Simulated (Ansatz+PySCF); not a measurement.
Results of a calculation; reference values are marked as such.
Several solutions for doublet CH

```xyz
2

C     0.0000    0.0000   -0.1744
H     0.0000    0.0000    1.0463
```

Basis set: def2-SVP (spherical functions). Charge 0, multiplicity 2.

UHF was run from several starts with Ansatz (development build ahead of 0.2.0) and PySCF 2.14.0.

```csv
run,program,start,converged,energy (hartree),<S²>
A,PySCF,"guess 1e, instabilities followed",yes,-38.23129,1.08
B,PySCF,"guess minao, instabilities followed",yes,-38.23129,1.08
C,Ansatz,"atomic start, no search",yes,-38.22824,0.76
D,Ansatz,stability test followed,yes,-38.23129,1.08
E,PySCF,"guess atom, instabilities followed",yes,-38.23129,1.08
F,Ansatz,search for the lowest state,yes,-38.23129,1.08
G,PySCF,"guess huckel, instabilities followed",yes,-38.23129,1.08
H,PySCF,program defaults,yes,-38.22824,0.76
```

Problem. Which runs reached the lowest solution of this kind, and what is wrong with the others?

Solution. A, B, D, E, F, G reached the lowest solution found. Converged but too high: C by 0.08 eV, H by 0.08 eV. Convergence only shows a stationary point, and even a stable one can lie too high; stability tests and further starts are what find lower ones. Caution: the unrestricted determinant is spin contaminated. Caution: the determinant breaks the point group.
